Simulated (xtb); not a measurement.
C4H4O, charge +1, quartet, at a GFN2-xTB geometry of the parent state (a state made from the parent by changing its charge; the spin is typed, not shown lowest); GFN2-xTB (xtb 6.7.1).

The xtb input:
```
$ xtb mol.xyz --gfn 2 --chrg 1 --uhf 3 --json

# file mol.xyz
9

O     -0.00798452    -0.00251073     1.15090764
C     -0.00772947     1.07855182     0.35476202
C      0.00283925    -1.08008955     0.35012622
C      0.00316098     0.71058145    -0.95411083
C      0.01009858    -0.70641198    -0.95715390
H     -0.01572036     2.03941226     0.82982610
H      0.00426721    -2.04301371     0.82105887
H      0.00592920     1.35759045    -1.80703656
H      0.01918407    -1.34969359    -1.81285061
```

Q: What does xtb print? Leave out banner, timings and long lists.

A: 
```
   ID    Z sym.   atoms
    1    8 O      1
    2    6 C      2-5
    3    1 H      6-9

           -------------------------------------------------
          |                Calculation Setup                |
           -------------------------------------------------

           -------------------------------------------------
          |                 G F N 2 - x T B                 |
           -------------------------------------------------

          ...................................................
          :                      SETUP                      :
          :.................................................:
          :  # basis functions                  24          :
          :  # atomic orbitals                  24          :
          :  # shells                           14          :
          :  # electrons                        25          :
          :  max. iterations                   250          :
          :  Hamiltonian                  GFN2-xTB          :
          :  restarted?                      false          :
          :  GBSA solvation                  false          :
          :  PC potential                    false          :
          :  electronic temp.          300.0000000     K    :
          :  accuracy                    1.0000000          :
          :  -> integral cutoff          0.2500000E+02      :
          :  -> integral neglect         0.1000000E-07      :
          :  -> SCF convergence          0.1000000E-05 Eh   :
          :  -> wf. convergence          0.1000000E-03 e    :
          :  Broyden damping             0.4000000          :
          :  net charge                          1          :
          :  unpaired electrons                  3          :
          ...................................................

 iter      E             dE          RMSdq      gap      omega  full diag
   1    -14.0937469 -0.140937E+02  0.577E+00    0.95       0.0  T
   2    -14.1006295 -0.688262E-02  0.340E+00    0.65       1.0  T
   3    -14.0989910  0.163855E-02  0.782E-01    0.97       1.0  T
   4    -14.1014986 -0.250762E-02  0.196E-01    0.74       1.0  T
   5    -14.1016399 -0.141249E-03  0.952E-02    0.79       1.0  T
   6    -14.1016791 -0.392347E-04  0.325E-02    0.76       1.0  T
   7    -14.1016803 -0.115460E-05  0.542E-03    0.77       6.2  T
   8    -14.1016803 -0.506577E-07  0.137E-03    0.77      24.3  T
   9    -14.1016803  0.224856E-08  0.608E-04    0.77      54.8  T
  10    -14.1016803 -0.200001E-08  0.348E-04    0.77      95.9  T

   *** convergence criteria satisfied after 10 iterations ***

         :::::::::::::::::::::::::::::::::::::::::::::::::::::
         ::                     SUMMARY                     ::
         :::::::::::::::::::::::::::::::::::::::::::::::::::::
         :: total energy             -13.889111271107 Eh    ::
         :: gradient norm              0.198230504430 Eh/a0 ::
         :: HOMO-LUMO gap              0.768534476616 eV    ::
         ::.................................................::
         :: SCC energy               -14.101679239972 Eh    ::
         :: -> isotropic ES            0.120046231836 Eh    ::
         :: -> anisotropic ES         -0.007696189362 Eh    ::
         :: -> anisotropic XC          0.007541952615 Eh    ::
         :: -> dispersion             -0.003867206880 Eh    ::
         :: repulsion energy           0.212567968865 Eh    ::
         :: add. restraining           0.000000000000 Eh    ::
         :: total charge               1.000000000000 e     ::
         :::::::::::::::::::::::::::::::::::::::::::::::::::::

           -------------------------------------------------
          |                Property Printout                |
           -------------------------------------------------

    * Orbital Energies and Occupations

         #    Occupation            Energy/Eh            Energy/eV
      -------------------------------------------------------------
         1        2.0000           -0.9992346             -27.1906
         2        2.0000           -0.9348369             -25.4382
         3        2.0000           -0.9213392             -25.0709
         4        2.0000           -0.8654095             -23.5490
         5        2.0000           -0.8483549             -23.0849
         6        2.0000           -0.8264175             -22.4880
         7        2.0000           -0.8087237             -22.0065
         8        2.0000           -0.7471626             -20.3313
         9        2.0000           -0.7436551             -20.2359
        10        1.9995           -0.7269658             -19.7817
        11        1.9925           -0.7243793             -19.7114
        12        1.0080           -0.7151634             -19.4606
        13        1.0000           -0.6669993             -18.1500
        14        1.0000           -0.4741247             -12.9016 (HOMO)
        15        0.0000           -0.4458815             -12.1331 (LUMO)
        16                         -0.1468519              -3.9960
        17                         -0.1320359              -3.5929
        18                         -0.0930832              -2.5329
        19                         -0.0798290              -2.1723
        20                          0.0148112               0.4030
        21                          0.0220328               0.5995
        22                          0.1611262               4.3845
        23                          0.2481876               6.7535
        24                          0.4342598              11.8168
      -------------------------------------------------------------
                  HL-Gap            0.0282431 Eh            0.7685 eV
             Fermi-level           -0.5898719 Eh          -16.0512 eV

     #   Z          covCN         q      C6AA      α(0)
     1   8 O        1.731    -0.034    14.919     5.215
     2   6 C        3.081     0.107    25.564     8.289
     3   6 C        3.081     0.107    25.564     8.289
     4   6 C        3.023     0.070    26.412     8.430
     5   6 C        3.023     0.070    26.412     8.430
     6   1 H        0.926     0.164     1.299     1.782
     7   1 H        0.926     0.164     1.299     1.782
     8   1 H        0.926     0.176     1.227     1.732
     9   1 H        0.926     0.176     1.227     1.732

 Mol. C6AA /au·bohr⁶  :        823.350812
 Mol. C8AA /au·bohr⁸  :      20277.240085
 Mol. α(0) /au        :         45.682617

Wiberg/Mayer (AO) data.
largest (>0.10) Wiberg bond orders for each atom

 ---------------------------------------------------------------------------
     #   Z sym  total        # sym  WBO       # sym  WBO       # sym  WBO
 ---------------------------------------------------------------------------
     1   8 O    2.397 --     2 C    1.103     3 C    1.103
     2   6 C    3.453 --     4 C    1.134     1 O    1.103     6 H    0.941
                             5 C    0.138     3 C    0.113
     3   6 C    3.453 --     5 C    1.135     1 O    1.103     7 H    0.941
                             4 C    0.138     2 C    0.113
     4   6 C    3.531 --     5 C    1.217     2 C    1.134     8 H    0.944
                             3 C    0.138
     5   6 C    3.531 --     4 C    1.217     3 C    1.135     9 H    0.944
                             2 C    0.138
     6   1 H    0.971 --     2 C    0.941
     7   1 H    0.971 --     3 C    0.941
     8   1 H    0.968 --     4 C    0.944
     9   1 H    0.968 --     5 C    0.944
 ---------------------------------------------------------------------------

Topologies differ in total number of bonds
Writing topology from bond orders to xtbtopo.mol

molecular dipole:
                 x           y           z       tot (Debye)
 q only:        0.006       0.002      -0.877
   full:        0.007       0.002      -0.943       2.397
molecular quadrupole (traceless):
                xx          xy          yy          xz          yz          zz
 q only:       -6.822      -0.061       5.674      -0.055       0.009       1.147
  q+dip:       -7.353      -0.065       6.000      -0.061       0.010       1.352
   full:       -5.258      -0.050       4.977      -0.039       0.010       0.281

           -------------------------------------------------
          | TOTAL ENERGY              -13.889111271107 Eh   |
          | GRADIENT NORM               0.198230504430 Eh/α |
          | HOMO-LUMO GAP               0.768534476616 eV   |
           -------------------------------------------------

normal termination of xtb
```
